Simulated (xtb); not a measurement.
xtb input (GFN2-xTB):

```bash
xtb mol.xyz --gfn 2 --sp --chrg -1 --uhf 0
```
mol.xyz:
```
6

C      0.03618760     0.60041534     0.01001252
N      0.01219895    -0.81758933     0.09244576
H     -0.95471660     1.16629571     0.01500298
H     -0.48780604    -1.15122848    -0.74120501
H      0.56688663     1.01658913     0.88942020
H      0.57311778     1.08897690    -0.87041363
```

End of the output:

```
         :::::::::::::::::::::::::::::::::::::::::::::::::::::
         ::                     SUMMARY                     ::
         :::::::::::::::::::::::::::::::::::::::::::::::::::::
         :: total energy              -7.184506698259 Eh    ::
         :: gradient norm              0.035584467500 Eh/a0 ::
         :: HOMO-LUMO gap              9.008986220276 eV    ::
         ::.................................................::
         :: SCC energy                -7.252374539715 Eh    ::
         :: -> isotropic ES            0.183677450413 Eh    ::
         :: -> anisotropic ES          0.004485697283 Eh    ::
         :: -> anisotropic XC          0.008912852076 Eh    ::
         :: -> dispersion             -0.002296947102 Eh    ::
         :: repulsion energy           0.067867841456 Eh    ::
         :: add. restraining           0.000000000000 Eh    ::
         :: total charge              -1.000000000000 e     ::
         :::::::::::::::::::::::::::::::::::::::::::::::::::::

           -------------------------------------------------
          |                Property Printout                |
           -------------------------------------------------

    * Orbital Energies and Occupations

         #    Occupation            Energy/Eh            Energy/eV
      -------------------------------------------------------------
         1        2.0000           -0.3525617              -9.5937
         2        2.0000           -0.2804936              -7.6326
         3        2.0000           -0.2527728              -6.8783
         4        2.0000           -0.2460507              -6.6954
         5        2.0000           -0.1858865              -5.0582
         6        2.0000           -0.0693749              -1.8878
         7        2.0000           -0.0067245              -0.1830 (HOMO)
         8                          0.3243497               8.8260 (LUMO)
         9                          0.3577931               9.7360
        10                          0.3740575              10.1786
        11                          0.4321443              11.7592
        12                          0.5138372              13.9822
      -------------------------------------------------------------
                  HL-Gap            0.3310742 Eh            9.0090 eV
             Fermi-level            0.1588126 Eh            4.3215 eV

     #   Z          covCN         q      C6AA      α(0)
     1   6 C        3.660     0.105    19.115     6.274
     2   7 N        1.768    -0.710    41.845     9.578
     3   1 H        0.915    -0.138     7.095     4.166
     4   1 H        0.859    -0.037     3.806     3.056
Note: The following floating-point exceptions are signalling: IEEE_DENORMAL
normal termination of xtb
     5   1 H        0.922    -0.083     5.009     3.500
     6   1 H        0.915    -0.138     7.095     4.166

 Mol. C6AA /au·bohr⁶  :        413.168327
 Mol. C8AA /au·bohr⁸  :       7544.261344
 Mol. α(0) /au        :         30.740819

Wiberg/Mayer (AO) data.
largest (>0.10) Wiberg bond orders for each atom

 ---------------------------------------------------------------------------
     #   Z sym  total        # sym  WBO       # sym  WBO       # sym  WBO
 ---------------------------------------------------------------------------
     1   6 C    3.959 --     2 N    1.134     5 H    0.973     6 H    0.925
                             3 H    0.925
     2   7 N    2.232 --     1 C    1.134     4 H    0.981
     3   1 H    0.981 --     1 C    0.925
     4   1 H    0.999 --     2 N    0.981
     5   1 H    0.993 --     1 C    0.973
     6   1 H    0.981 --     1 C    0.925
 ---------------------------------------------------------------------------

Topologies differ in total number of bonds
Writing topology from bond orders to xtbtopo.mol

molecular dipole:
                 x           y           z       tot (Debye)
 q only:        0.035       0.549       0.012
   full:       -0.137       1.009      -0.324       2.715
molecular quadrupole (traceless):
                xx          xy          yy          xz          yz          zz
 q only:        1.260       0.044      -2.573       0.079       0.407       1.313
  q+dip:        1.464       0.532      -3.118       0.288       1.302       1.653
   full:        1.288       0.638      -2.954       0.469       1.444       1.666

           -------------------------------------------------
          | TOTAL ENERGY               -7.184506698259 Eh   |
          | GRADIENT NORM               0.035584467500 Eh/α |
          | HOMO-LUMO GAP               9.008986220276 eV   |
           -------------------------------------------------

------------------------------------------------------------------------
------------------------------------------------------------------------
 total:
 SCF:
```

It need not be the lowest isomer of its formula. Whether it binds its extra electron was not tested at this geometry.
